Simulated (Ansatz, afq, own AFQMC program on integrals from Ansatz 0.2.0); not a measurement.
**BH3Cl (doublet): quantum Monte Carlo beside coupled cluster at distance Cl1–H2 along a hydrogen transfer = 1.593 Å, cc-pVTZ**

Aim: compute BH3Cl (doublet) with auxiliary-field quantum Monte Carlo on the same integrals as coupled cluster, and set the energies side by side.

Method: cc-pVTZ, frozen cores; program: Ansatz 0.2.0, Gaussian basis, and an in-house AFQMC program (afq) on its integrals; all values are calculated.

The runs, in order: PBE (unrestricted); r2SCAN (unrestricted); CCSD(T) on UHF; PBE0 (unrestricted); B3LYP (unrestricted); wB97M-V (unrestricted); B2PLYP (unrestricted); Phaseless AFQMC, CISD trial on UHF.

## 1. What is computed

The geometry derives from fragments relaxed apart (PBE0/def2-TZVP) and kept rigid, so it is no stationary point. A hydrogen atom is moved between rigid fragments.

5 atoms, charge 0, spin multiplicity 2.

Atoms are counted from 1 here; the program's logs count them from 0.

Bond lengths: Cl1–H2 1.593 Å, H2–B3 1.170 Å, B3–H4 1.191 Å, B3–H5 1.191 Å. Angles: Cl1–H2–B3 180.0°, H2–B3–H4 115.3°, H2–B3–H5 115.3°, H4–B3–H5 129.4°.

## 2. PBE (unrestricted)

in.yaml

```yaml
crystal:
  periodic: [false, false, false]
  atoms:
    - {symbol: Cl, position_ang: [-0.772453, 0.000000, 0.000000]}
    - {symbol: H, position_ang: [0.820547, 0.000000, 0.000000]}
    - {symbol: B, position_ang: [1.990547, 0.000000, 0.000000]}
    - {symbol: H, position_ang: [2.499620, 0.000000, 1.077008]}
    - {symbol: H, position_ang: [2.499620, 0.000000, -1.077008]}
basis:
  gaussian: {orbitals: cc-pVTZ}
magnetization: {spin_polarized: true, initial_magnetization: 1}
hamiltonian: {xc: {name: PBE}}
output: {orbitals: {seedname: orbitals}}
```

Run with:

```sh
ansatz run in.yaml --threads 1 --pin off --events-out ev --progress --plain --max-ram 5632MiB --backend cpu
```

The program printed:

```text
Functional definition: PBE
  name "PBE"
  cite "Perdew, Burke & Ernzerhof, Phys. Rev. Lett. 77, 3865 (1996) doi:10.1103/PhysRevLett.77.3865"
  parent pbe
  parameter kappa = 0.804
  parameter beta = 0.06672455060314922
  exchange = pbe_x(kappa = kappa, mu = beta*pi^2/3)
  correlation = pbe_c(beta = beta)
665 factors; their error is unknown
mean field evaluation 1: about -13237.2550 eV, gradient 1.6e1 eV
mean field evaluation 2: about -13236.0370 eV, gradient 2.0e1 eV
mean field evaluation 4: about -13239.0768 eV, gradient 9.7e-1 eV
mean field evaluation 8: about -13239.0815 eV, gradient 2.1e-2 eV
mean field evaluation 16: about -13239.0598 eV, gradient 2.5e-5 eV
mean field -13239.05979904 eV, -486.5264738576 hartree, gradient 2.5e-5 eV, S^2 0.752276; 0 other end points of the search recorded, 0 dependent functions left out
reference -13239.05983357 eV, -486.5264751268 hartree; 13, 12 occupied and 93, 94 virtual orbitals, 665 factors
Total energy: -13239.05983357 eV, -486.5264751268 hartree
```

Run time: 1.6 s. Hardware: 1 thread of AMD EPYC 7R13 (Zen 3), shared host; peak memory 1.9 GiB.

From the report: ⟨S²⟩ of the determinant 0.752 (pure doublet: 0.75).

## 3. r2SCAN (unrestricted)

in.yaml, as its differences from that of step 2:

```diff
@@ -11,3 +11,2 @@
 magnetization: {spin_polarized: true, initial_magnetization: 1}
-hamiltonian: {xc: {name: PBE}}
-output: {orbitals: {seedname: orbitals}}
+hamiltonian: {xc: {name: r2SCAN}}
```

The command is unchanged.

The program printed:

```text
Functional definition: r2SCAN
  name "r2SCAN"
  cite "Furness, Kaplan, Ning, Perdew & Sun, J. Phys. Chem. Lett. 11, 8208 (2020) doi:10.1021/acs.jpclett.0c02405"
  cite "Furness, Kaplan, Ning, Perdew & Sun, J. Phys. Chem. Lett. 11, 9248 (2020) doi:10.1021/acs.jpclett.0c03077"
  parent r2scan
  parameter k0 = 0.174
  parameter k1 = 0.065
  parameter a1 = 4.9479
  exchange = r2scan_x(k0 = k0, k1 = k1, a1 = a1)
  correlation = r2scan_c
665 factors; their error is unknown
mean field evaluation 1: about -13242.9755 eV, gradient 1.3e1 eV
mean field evaluation 2: about -13242.7569 eV, gradient 1.4e1 eV
mean field evaluation 4: about -13244.2046 eV, gradient 6.9e-1 eV
mean field evaluation 8: about -13244.1861 eV, gradient 2.5e-1 eV
mean field evaluation 16: about -13244.1863 eV, gradient 3.4e-5 eV
mean field -13244.18633029 eV, -486.7148704063 hartree, gradient 3.4e-5 eV, S^2 0.755358; 0 other end points of the search recorded, 0 dependent functions left out
reference -13244.18634142 eV, -486.7148708153 hartree; 13, 12 occupied and 93, 94 virtual orbitals, 665 factors
Total energy: -13244.18634142 eV, -486.7148708153 hartree
```

Wall time 3.1 s (1 thread of AMD EPYC 7R13 (Zen 3), shared host); peak memory 1.9 GiB.

From the report: ⟨S²⟩ of the determinant 0.755 (pure doublet: 0.75).

## 4. CCSD(T) on UHF

in.yaml, as its differences from that of step 3:

```diff
@@ -11,2 +11,2 @@
 magnetization: {spin_polarized: true, initial_magnetization: 1}
-hamiltonian: {xc: {name: r2SCAN}}
+correlation: {method: ccsd_t, electrons: outside_noble_gas, hamiltonian_folder: ham}
```

Run with:

```sh
ansatz run in.yaml --threads 1 --pin off --events-out ev --progress --plain --max-ram 16896MiB --backend cuda --devices 0, --max-vram 18GiB
```

The program printed, cut to the lines that bear on the results:

```text
Functional definition: HF
  name "HF"
  cite "Fock, Z. Phys. 61, 126 (1930) doi:10.1007/BF01340294"
  parent pbe
[...]
600 factors; integrals over basis functions are off by at most 2.0e-3 eV
[...]
mean field -13220.78990022 eV, -485.8550674600 hartree, gradient 3.8e-6 eV, S^2 0.769532; 2 other end points of the search recorded, 0 dependent functions left out
determinant -13220.78990022 eV, -485.8550674600 hartree, with singles and doubles -13229.98703179 eV, -486.1930558109 hartree
determinant -13218.95201617 eV, -485.7875264669 hartree, with singles and doubles -13228.05020525 eV, -486.1218787486 hartree
determinant -13218.90816117 eV, -485.7859148251 hartree, with singles and doubles -13228.00491247 eV, -486.1202142697 hartree
6 core orbitals not correlated: weight in the atoms' cores, before any rotation towards them, 1.000 or more for the frozen orbitals, at most 0.000 for the correlated occupied ones
reference -13220.78990022 eV, -485.8550674600 hartree; 7, 6 occupied and 93, 94 virtual orbitals, 600 factors
second order -7.98031207 eV of doubles, -0.00000000 eV of singles
cycle   1  -9.07343657 eV  change   -4.4e-1 eV  update   1.8e-2
[...]
cycle   9  -9.08421120 eV  change   -5.2e-7 eV  update   8.4e-6
perturbative correction -0.29554096 eV, -0.0108609301 hartree
Total energy: -13230.16965239 eV, -486.1997669942 hartree
```

Wall time 5.5 s (1 × NVIDIA H100 80GB HBM3 with 1 thread of AMD EPYC 7R13 (Zen 3), shared host); peak host memory 1.9 GiB.

From the report: ⟨S²⟩ of the determinant 0.770 (pure doublet: 0.75); correlation -9.3798 eV; T1 0.014; largest double amplitude 0.04.

This run also writes the integrals to the folder ham.

## 5. PBE0 (unrestricted)

in.yaml, as its differences from that of step 4:

```diff
@@ -11,2 +11,3 @@
 magnetization: {spin_polarized: true, initial_magnetization: 1}
-correlation: {method: ccsd_t, electrons: outside_noble_gas, hamiltonian_folder: ham}
+hamiltonian: {xc: {name: PBE0}}
+output: {orbitals: {seedname: orbitals}}
```

Run with:

```sh
ansatz run in.yaml --threads 1 --pin off --events-out ev --progress --plain --max-ram 5632MiB --backend cpu
```

The program printed:

```text
Functional definition: PBE0
  name "PBE0"
  cite "Adamo & Barone, J. Chem. Phys. 110, 6158 (1999) doi:10.1063/1.478522"
  cite "Perdew, Burke & Ernzerhof, Phys. Rev. Lett. 77, 3865 (1996) doi:10.1103/PhysRevLett.77.3865"
  parent pbe
  parameter a = 0.25
  parameter kappa = 0.804
  parameter beta = 0.06672455060314922
  exchange = (1 - a)*pbe_x(kappa = kappa, mu = beta*pi^2/3) + a*exact_x
  correlation = pbe_c(beta = beta)
691 factors; their error is unknown
mean field evaluation 1: about -13239.6549 eV, gradient 9.5e0 eV
mean field evaluation 2: about -13240.0003 eV, gradient 6.1e0 eV
mean field evaluation 4: about -13240.2471 eV, gradient 5.9e-1 eV
mean field evaluation 8: about -13240.3176 eV, gradient 1.7e-2 eV
mean field -13240.31760114 eV, -486.5726972324 hartree, gradient 4.2e-5 eV, S^2 0.754848; 0 other end points of the search recorded, 0 dependent functions left out
reference -13240.31762706 eV, -486.5726981847 hartree; 13, 12 occupied and 93, 94 virtual orbitals, 691 factors
Total energy: -13240.31762706 eV, -486.5726981847 hartree
```

It took 1.8 s on 1 thread of AMD EPYC 7R13 (Zen 3), shared host; peak memory 1.9 GiB.

From the report: ⟨S²⟩ of the determinant 0.755 (pure doublet: 0.75).

## 6. B3LYP (unrestricted)

in.yaml, as its differences from that of step 5:

```diff
@@ -11,3 +11,2 @@
 magnetization: {spin_polarized: true, initial_magnetization: 1}
-hamiltonian: {xc: {name: PBE0}}
-output: {orbitals: {seedname: orbitals}}
+hamiltonian: {xc: {name: B3LYP}}
```

The command is unchanged.

The program printed, cut to the lines that bear on the results:

```text
Functional definition: B3LYP
  name "B3LYP"
  cite "Stephens, Devlin, Chabalowski & Frisch, J. Phys. Chem. 98, 11623 (1994) doi:10.1021/j100096a001"
  cite "Becke, Phys. Rev. A 38, 3098 (1988) doi:10.1103/PhysRevA.38.3098"
  cite "Lee, Yang & Parr, Phys. Rev. B 37, 785 (1988) doi:10.1103/PhysRevB.37.785"
  cite "Vosko, Wilk & Nusair, Can. J. Phys. 58, 1200 (1980) doi:10.1139/p80-159"
[...]
680 factors; their error is unknown
[...]
mean field -13246.42659580 eV, -486.7971986454 hartree, gradient 1.5e-5 eV, S^2 0.753727; 0 other end points of the search recorded, 0 dependent functions left out
reference -13246.42681865 eV, -486.7972068350 hartree; 13, 12 occupied and 93, 94 virtual orbitals, 680 factors
Total energy: -13246.42681865 eV, -486.7972068350 hartree
```

Run time: 1.9 s. Hardware: 1 thread of AMD EPYC 7R13 (Zen 3), shared host; peak memory 1.9 GiB.

From the report: ⟨S²⟩ of the determinant 0.754 (pure doublet: 0.75).

## 7. wB97M-V (unrestricted)

in.yaml, as its differences from that of step 6:

```diff
@@ -11,2 +11,3 @@
 magnetization: {spin_polarized: true, initial_magnetization: 1}
-hamiltonian: {xc: {name: B3LYP}}
+hamiltonian: {xc: {name: wB97M-V}}
+output: {orbitals: {seedname: orbitals}}
```

Launched as before.

The program printed, cut to the lines that bear on the results:

```text
Functional definition: wB97M-V
  name "wB97M-V"
  cite "Mardirossian & Head-Gordon, J. Chem. Phys. 144, 214110 (2016) doi:10.1063/1.4952647"
  cite "Becke, J. Chem. Phys. 107, 8554 (1997) doi:10.1063/1.475007"
  cite "Vydrov & Van Voorhis, J. Chem. Phys. 133, 244103 (2010) doi:10.1063/1.3521275"
  # Of w^i u^j: cxij and so on, Table III.
[...]
  gx(w, u) = 1 - cx + cx01*u + cx10*w
  gss(w, u) = css00 + css04*u^4 + css10*w + css20*w^2 + css43*w^4*u^3
  gos(w, u) = cos00 + cos10*w + (cos20 + cos21*u)*w^2 + (cos60 + cos61*u)*w^6
[...]
      + integral(e_c_pw_mod_opposite_spin*gos(b97_w_opposite, b97_u_opposite)) + vv10(b, c)
668 factors; their error is unknown
142 factors; integrals over basis functions are off by at most 6.5e-5 eV
[...]
mean field -13244.12342803 eV, -486.7125587907 hartree, gradient 2.6e-5 eV, S^2 0.753120; 0 other end points of the search recorded, 0 dependent functions left out
reference -13244.12346681 eV, -486.7125602158 hartree; 13, 12 occupied and 93, 94 virtual orbitals, 668 factors
Total energy: -13244.12346681 eV, -486.7125602158 hartree
```

Wall time 6.5 s (1 thread of AMD EPYC 7R13 (Zen 3), shared host); peak memory 1.9 GiB.

From the report: ⟨S²⟩ of the determinant 0.753 (pure doublet: 0.75).

## 8. B2PLYP (unrestricted)

in.yaml, as its differences from that of step 7:

```diff
@@ -11,3 +11,3 @@
 magnetization: {spin_polarized: true, initial_magnetization: 1}
-hamiltonian: {xc: {name: wB97M-V}}
-output: {orbitals: {seedname: orbitals}}
+hamiltonian: {xc: {name: B2PLYP}}
+correlation: {electrons: outside_noble_gas}
```

The command is unchanged.

The program printed, cut to the lines that bear on the results:

```text
Functional definition: B2PLYP
  name "B2PLYP"
  cite "Grimme, J. Chem. Phys. 124, 034108 (2006) doi:10.1063/1.2148954"
  cite "Becke, Phys. Rev. A 38, 3098 (1988) doi:10.1103/PhysRevA.38.3098"
  cite "Lee, Yang & Parr, Phys. Rev. B 37, 785 (1988) doi:10.1103/PhysRevB.37.785"
[...]
600 factors; integrals over basis functions are off by at most 2.0e-3 eV
[...]
mean field -13238.57814461 eV, -486.5087733838 hartree, gradient 3.0e-6 eV, S^2 0.758792; 0 other end points of the search recorded, 0 dependent functions left out
6 core orbitals not correlated: weight in the atoms' cores, before any rotation towards them, 1.000 or more for the frozen orbitals, at most 0.000 for the correlated occupied ones
reference -13238.57828621 eV, -486.5087785875 hartree; 7, 6 occupied and 93, 94 virtual orbitals, 600 factors
second order -9.76276013 eV of doubles, -0.00000000 eV of singles
Total energy: -13241.21423144 eV, -486.6056477881 hartree
```

Wall time 2.5 s (1 thread of AMD EPYC 7R13 (Zen 3), shared host); peak memory 1.9 GiB.

From the report: ⟨S²⟩ of the determinant 0.759 (pure doublet: 0.75).

## 9. Phaseless AFQMC, CISD trial on UHF

It reads the integrals that the CCSD(T) run on this determinant wrote.

Run with:

```sh
afq ham --method phaseless --trial cisd --walkers 900 --populations 20 --least-time 60 --time-step 0.005 --steps-per-block 50 --equilibration-blocks 28 --max-blocks 4000 --target-error 0.00021 --factor-cut 1e-05 --start spin_pure --seed 5481 --release-times 0.24,0.51,0.99,1.62,2.4 --release-step 0.03 --release-every 3 --taylor-order 6
```

The program printed:

```text
orbitals 100  electrons 7 6  factors 594 of 600
reference energy -485.85506746 Eh
CCSD correlation -0.33383871 Eh in 11 cycles, weight of the determinant in the CISD state 0.8718
energy of the start -486.187968 Eh
 block  time / (1/Eh)  mean weight  energy / Eh
     1     0.250  0.9993  -486.183690
     2     0.500  0.9995  -486.188145
     3     0.750  1.0000  -486.193167
     4     1.000  0.9996  -486.194356
     5     1.250  0.9995  -486.196403
     6     1.500  0.9998  -486.198739
     7     1.750  0.9997  -486.199796
     8     2.000  0.9990  -486.199986
     9     2.250  1.0004  -486.200393
    10     2.500  1.0000  -486.199586
    11     2.750  1.0004  -486.200176
    13     3.250  1.0001  -486.201646
    15     3.750  0.9989  -486.200400
    17     4.250  1.0000  -486.199065
    19     4.750  0.9996  -486.199952
    21     5.250  1.0006  -486.198834
    23     5.750  1.0007  -486.199514
    25     6.250  0.9998  -486.201109
    27     6.750  0.9995  -486.200015
    29     7.250  0.9995  -486.199343
    31     7.750  1.0006  -486.199860
    33     8.250  1.0003  -486.199614
    35     8.750  1.0006  -486.200633
    37     9.250  0.9990  -486.201236
    39     9.750  0.9994  -486.197823
    41    10.250  1.0004  -486.200497
    43    10.750  1.0005  -486.199922
    45    11.250  0.9999  -486.201243
    47    11.750  1.0001  -486.200411
    49    12.250  0.9996  -486.200715
    51    12.750  1.0005  -486.200823
    53    13.250  1.0003  -486.201544
    55    13.750  1.0002  -486.200912
    57    14.250  1.0000  -486.199830
    59    14.750  0.9994  -486.199242
    61    15.250  1.0003  -486.200851
    63    15.750  0.9998  -486.201231
    65    16.250  0.9995  -486.201490
    67    16.750  1.0003  -486.202075
    69    17.250  1.0005  -486.202013
    71    17.750  1.0000  -486.200306
    73    18.250  1.0003  -486.201515
    75    18.750  1.0007  -486.200713
    77    19.250  1.0002  -486.201558
    79    19.750  1.0005  -486.199620
    81    20.250  1.0011  -486.198744
    83    20.750  0.9999  -486.198554
    85    21.250  1.0001  -486.201385
    87    21.750  1.0004  -486.200077
error from the spread of 20 populations
released: time / (1/Eh)  energy / Eh  error  mean overlap
  0.24  -486.200970  0.000187  0.9931
  0.51  -486.200755  0.000255  0.9942
  0.99  -486.201070  0.000199  0.9909
  1.62  -486.201368  0.000273  0.9760
  2.40  -486.201086  0.000368  0.9650
energy -486.200600 +/- 0.000199 Eh
```

Wall time 85 s (1 × NVIDIA H100 80GB HBM3 with 2 threads of AMD EPYC 7R13 (Zen 3), shared host); peak host memory 1.9 GiB.

Energy -13230.1923 ± 0.0054 eV. Caveats: constraint bias not in the error.

## 10. AFQMC on the ladder

On the UHF determinant, counted from CCSD(T) (a yardstick, not exact):

| level | energy (eV) | from CCSD(T) (kJ/mol) | statistical error (kJ/mol) | time |
| --- | --- | --- | --- | --- |
| HF | -13220.7899 | +905.0 |  |  |
| MP2 | -13228.7702 | +135.0 |  |  |
| CCSD | -13229.8741 | +28.5 |  |  |
| CCSD(T) | -13230.1697 | 0.0 |  |  |
| Phaseless AFQMC, CISD trial, step 0.005, 900 walkers | -13230.1923 | -2.2 | 0.5 | 85 s |

The functionals' totals stand on their own zeros and serve differences with other points: PBE -13239.060 eV; r2SCAN -13244.186 eV; PBE0 -13240.318 eV; B3LYP -13246.427 eV; wB97M-V -13244.123 eV; B2PLYP -13241.214 eV.

## 11. Summary of results

| quantity | value |
| --- | --- |
| Phaseless AFQMC, CISD trial on UHF from CCSD(T) | -2.2 ± 0.5 kJ/mol |

What this shows: On UHF the phaseless walk with the CISD trial lies -2.2 kJ/mol from CCSD(T), 4 times its error bar. Error bars are statistical and leave out the constraint, the time step and what remains of the start.
